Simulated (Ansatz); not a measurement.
System: litharge SnO. Method: rVV10 (Ansatz, an electronic-structure program, PAW).

Rigid layers of the crystal as relaxed at this level are moved apart or together:

```json
[
 {"run": "1", "k mesh": "10×10×8", "layer repeat (Å)": "4.54", "energy against free layers (meV/Å²)": "-27.33", "gap on the mesh (eV)": "0.000"},
 {"run": "2", "k mesh": "10×10×8", "layer repeat (Å)": "4.69", "energy against free layers (meV/Å²)": "-30.63", "gap on the mesh (eV)": "0.000"},
 {"run": "3", "k mesh": "10×10×8", "layer repeat (Å)": "4.84", "energy against free layers (meV/Å²)": "-32.17", "gap on the mesh (eV)": "0.257"},
 {"run": "4", "k mesh": "10×10×8", "layer repeat (Å)": "5.04", "energy against free layers (meV/Å²)": "-32.28", "gap on the mesh (eV)": "0.492"},
 {"run": "5", "k mesh": "10×10×6", "layer repeat (Å)": "5.34", "energy against free layers (meV/Å²)": "-29.92", "gap on the mesh (eV)": "0.865"},
 {"run": "6", "k mesh": "10×10×6", "layer repeat (Å)": "5.84", "energy against free layers (meV/Å²)": "-23.49", "gap on the mesh (eV)": "1.466"},
 {"run": "7", "k mesh": "10×10×6", "layer repeat (Å)": "6.84", "energy against free layers (meV/Å²)": "-12.00", "gap on the mesh (eV)": "1.968"},
 {"run": "8", "k mesh": "10×10×4", "layer repeat (Å)": "8.84", "energy against free layers (meV/Å²)": "-2.68", "gap on the mesh (eV)": "2.460"}
]
```

The lowest energy of these points lies at a layer repeat of 5.04 Å.

Spin–orbit coupling is not included.
